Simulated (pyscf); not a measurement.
5 gas-phase steps of one pattern: hydrogen abstraction on the doublet surface, H–H broken and Ge–H or H–Si formed. Single points on ωB97X-D3(BJ)/def2-SVP structures (PySCF, gas phase). Electronic energies in kcal/mol, from the separated reactants; ΔE‡ at ωB97M-D3(BJ)/def2-TZVP, beside the barrier at B3LYP-D3(BJ)/def2-TZVP on the same structures. Rows were drawn at random from the steps of this pattern with a verified saddle, stable references and no exit in the data more than 5 kcal/mol lower.

```
row                                                                                                                                 step  ΔE‡(B3LYP-D3(BJ))   ΔE‡
---  -----------------------------------------------------------------------------------------------------------------------------------  -----------------  ----
1            F–Si•(F)–O–SiH₃ (SMILES F[Si](F)O[SiH3]) + H₂ (SMILES [H][H]) → F–SiH(F)–O–SiH₃ (SMILES F[SiH](F)O[SiH3]) + H• (SMILES [H])               10.5  11.1
2                     H₃C–Si•(CH₃)–CH₃ (SMILES C[Si](C)C) + H₂ (SMILES [H][H]) -> H₃C–SiH(CH₃)–CH₃ (SMILES C[SiH](C)C) + H• (SMILES [H])               12.5  12.9
3    H₂N–SiH•–NH–SiH₂–NH₂ (SMILES N[SiH]N[SiH2]N) + H₂ (SMILES [H][H]) → H₂N–SiH₂–NH–SiH₂–NH₂ (SMILES N[SiH2]N[SiH2]N) + H• (SMILES [H])               16.1  15.7
4                   •H₂Ge–O–GeH₃ (SMILES [GeH2][O][GeH3]) + H₂ (SMILES [H][H]) -> H₃Ge–O–GeH₃ (SMILES [GeH3][O][GeH3]) + H• (SMILES [H])               22.1  23.8
5                   F–GeH₂–GeH₂• (SMILES [F][GeH2][GeH2]) + H₂ (SMILES [H][H]) -> F–GeH₂–GeH₃ (SMILES [F][GeH2][GeH3]) + H• (SMILES [H])               22.7     ?
```

Problem. Fit ΔE‡ = a + b·ΔE‡(B3LYP-D3(BJ)) to the other rows and predict row 5.

Solution. Over the 4 complete rows the means are +15.3 (ΔE‡(B3LYP-D3(BJ))) and 15.9 (ΔE‡); least squares gives b = 1.09 and a = -0.8 kcal/mol, with residuals of 0.6 kcal/mol (root mean square; largest 1.0, row 3). For row 5: -0.8 + 1.09 × (+22.7) = 23.9 kcal/mol, an extrapolation. The computed barrier is 24.8 kcal/mol, 0.9 over the line. The line follows the complete rows closely. Each barrier is that of the saddle found. Elements up to Kr have no core potential and no relativistic terms here.
